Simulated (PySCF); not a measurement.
Molecule: dimethylsilane (C[SiH2]C, C₂H₈Si).

Bonds (- single, = double, # triple, : aromatic): C1-Si2 1.892 Å, Si2-C3 1.881 Å. C1 carries H4, H5, H6; Si2 carries H7, H8; C3 carries H9, H10, H11.

Geometry PBE0-D3(BJ)/def2-SVP throughout; GIAO in PySCF 2.14.0 with density-fitted response routines, gas phase, one conformer, non-relativistic; equivalent atoms averaged; basis pcSseg-2.

**Question.** How do the absolute shieldings σ depend on the functional? (ppm; last column core-seconds on shared hosts with different chips, so compare them loosely)

**Answer.** 
```tsv
functional	kind	C1/C3	Si2	H7/H8	H4/H5/H6/H9/H10/H11	core-s
HF	Hartree–Fock	196.9	420.0	27.80	31.50	5.6
LDA	LDA	189.1	351.6	26.30	30.63	12
PBE	GGA	186.8	367.4	26.89	31.02	15
BLYP	GGA	181.9	354.0	27.16	31.20	15
BP86	GGA	186.5	366.0	26.95	31.08	15
OPBE	GGA	191.1	394.5	26.99	31.04	16
KT2	GGA	189.4	394.4	26.94	31.03	16
KT3	GGA	187.5	398.1	27.28	31.19	16
B97-D	GGA	185.6	378.2	27.25	31.23	16
B3LYP	global hybrid	185.9	367.5	27.27	31.22	11
PBE0	global hybrid	191.2	383.4	27.08	31.09	11
mPW1PW91	global hybrid	190.4	381.5	27.15	31.13	11
WP04	global hybrid	177.4	365.9	28.04	31.45	16
B97-2	global hybrid	190.0	388.2	27.27	31.20	15
BHandHLYP	global hybrid	190.6	386.5	27.45	31.28	15
CAM-B3LYP	range-separated hybrid	189.5	372.6	27.23	31.17	20
wB97X-D	range-separated hybrid	191.2	383.2	27.22	31.20	18
LC-wPBE	range-separated hybrid	195.4	388.9	27.25	31.17	26
```

**Question.** Which nucleus moves most, in ppm?

**Answer.** Si2 (silicon bonded to 2 C, 2 H): from 351.6 ppm with LDA to 420.0 ppm with HF. The smallest spread is 0.87 ppm, at H4/H5/H6/H9/H10/H11. Proton shifts span only some 12 ppm, so a few tenths of a ppm matter as much there as several ppm in carbon.
